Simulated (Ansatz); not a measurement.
Reading a saddle point

A first-order saddle point of Si$_{2}$H$_{8}$O, singlet, PBE0-D4/def2-TZVP, with one imaginary mode of 1157i cm⁻¹:

```
11
angstrom
Si -0.4757 -0.0364 -0.5155
H 1.1538 0.5620 -0.9039
H -0.4832 -0.7532 -1.8185
H -1.9435 0.0325 -0.1633
Si 0.5137 -1.1914 1.2544
H 0.5491 1.5643 -0.9540
O -0.4751 1.8344 -0.6206
H 0.8894 -0.2023 2.3032
H -0.3939 -2.1982 1.8727
H 1.7525 -1.8675 0.7846
H -1.0870 2.2556 -1.2391
```

Program: Ansatz 0.2.0. Basis: def2-TZVPP and def2-QZVPP. Cores are frozen in the correlated methods. Extrapolation: Hartree–Fock as exp(−7.88 √X), correlation as X^−2.97.

Which contacts change along the imaginary mode, and what lies on either side? (A judgement: the text doesn't fix the answer.)

Computed: The step is Si₂H₆ ([SiH3][SiH3]) + H₂O → Si₂H₆O ([OH][SiH2][SiH3]) + H₂, with the molecules in contact on both sides. Shortening one way: Si1–O7, H2–H6; lengthening the same way: Si1–H2, H6–O7.
```csv
pair,one side (Å),saddle (Å),other side (Å)
Si1–O7,3.23,1.87,1.66
H2–H6,2.80,1.17,0.75
Si1–H2,1.49,1.78,4.29
H6–O7,0.96,1.11,2.59
```

Which side is lower, and how far does the saddle lie above each? (An estimate is asked for; the value comes from the calculation.)

By the calculation: The side with Si1–O7, H2–H6 short is lower by 50.9 kJ/mol; the saddle lies 224.5 kJ/mol above it and 173.7 kJ/mol above the other (CCSD(T) at an estimated basis limit (MP2 extrapolated from triple and quadruple zeta, plus CCSD(T) − MP2 in triple zeta); electronic energies).

No T1 diagnostic of these runs exceeds 0.014. The start structure is not quite a true minimum (one mode of 35i cm⁻¹).

Labels in which every atom is bracketed show which atoms are joined, not bond orders.

For scale, one of the runs: CCSD(T)/def2-TZVPP, 227 basis functions, launched by `ansatz run in.yaml --threads 4 --pin off --events-out ev --progress --plain --max-ram 9574MiB`. Hardware: 4 CPU threads of an Intel Xeon, shared host. Wall time 99 s; peak host memory 3.5 GiB.
